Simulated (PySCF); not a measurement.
# Dipole moment and polarisability of 2-fluoropropane

2-fluoropropane, C₃H₇F.
Cartesian coordinates in Å at the GFN2-xTB level; atoms count from 1:
```
atom  x, y, z in Å
C1    -1.190   -0.451    0.213
C2    -0.117    0.535   -0.220
C3     1.287   -0.036   -0.103
F4    -0.203    1.662    0.585
H5    -1.013   -0.763    1.239
H6    -1.169   -1.324   -0.432
H7    -2.172    0.011    0.154
H8    -0.307    0.895   -1.240
H9     1.479   -0.344    0.922
H10    1.388   -0.896   -0.759
H11    2.023    0.714   -0.384
```

Level: PBE0/def2-SVPD (PySCF), static field, nuclei fixed, core orbitals frozen in the response. The polarisability tensor in these axes (au):

```
x   42.95  0.65 -0.71
y    0.65 39.35  0.06
z   -0.71  0.06 37.62
```

Problem. Give the principal values, the mean and the anisotropy Δα = √{½[(α1 − α2)² + (α2 − α3)² + (α1 − α3)²]}.

Solution. Principal values 37.51, 39.26 and 43.15 au; mean 39.97 au = 5.92 Å³ = 6.59 × 10⁻⁴⁰ C²·m²/J; Δα = 5.00 au (13 % of the mean).

Problem. What is the dipole moment, and where does it point?

Solution. (0.15, -1.66, -1.02) D, 1.95 D in size, pointing from the negative to the positive side. Measured along this direction, the outermost atoms are F4 at the negative end and H6 and H10 at the positive end.

Problem. How large is μ²/3kT at 298 K beside α?

Solution. In Gaussian units μ²/3kT = 30.85 Å³ against 5.92 Å³, a ratio of 5.21; the Debye molar polarisation (4π/3)N_A(α + μ²/3kT) is 92.8 cm³/mol, leaving out the vibrational part.

Problem. Give the principal axes and the span of the nuclei along them.

Solution. Largest value along (0.98, 0.16, -0.12), where the nuclei span 4.29 Å; middle along (-0.15, 0.98, 0.10), 2.89 Å; least along (0.14, -0.08, 0.99), 2.48 Å. The response follows the extents in order.

Problem. In TDDFT the mean static polarisability is Σ f/ω² over all singlet excitations (ω in hartree). How much of it do the 6 lowest give? Their energies (eV) and oscillator strengths: 8.82, 0.0071; 8.90, 0.0338; 9.72, 0.1375; 9.76, 0.0202; 9.80, 0.0063; 9.92, 0.0038.

Solution. They add up to 1.70 au, 4.2 % of the 39.97 au; the largest single term is 1.08 au, from the state at 9.72 eV. Terms in order: 0.07, 0.32, 1.08, 0.16, 0.05, 0.03 au. Higher excitations give the rest. The strengths listed sum to 0.209.

Problem. Find the Langevin capture rate constant for NH4+ (18.034 u) meeting this molecule (62.053 u), k = 2.342 × 10⁻⁹ cm³/s × √(α in Å³ / reduced mass in u).

Solution. The reduced mass is 13.97 u, so k = 1.52 × 10⁻⁹ cm³/s. The formula leaves out the permanent dipole, which adds to the capture rate.

Problem. Rayleigh depolarisation ratio (linearly polarised light, static tensor)?

Solution. ρ = 3Δα²/(45ᾱ² + 4Δα²) = 74.9/(71908 + 99.9) = 0.00104.

Isolated species at its GFN2-xTB geometry, gas phase.

These values come from a run that also computed excited states. Time: 9.2 s of wall time (with the writing of density and orbital grids); peak memory 0.56 GiB. Hardware: an Arm Neoverse V2 with one thread, no GPU, on a shared host.
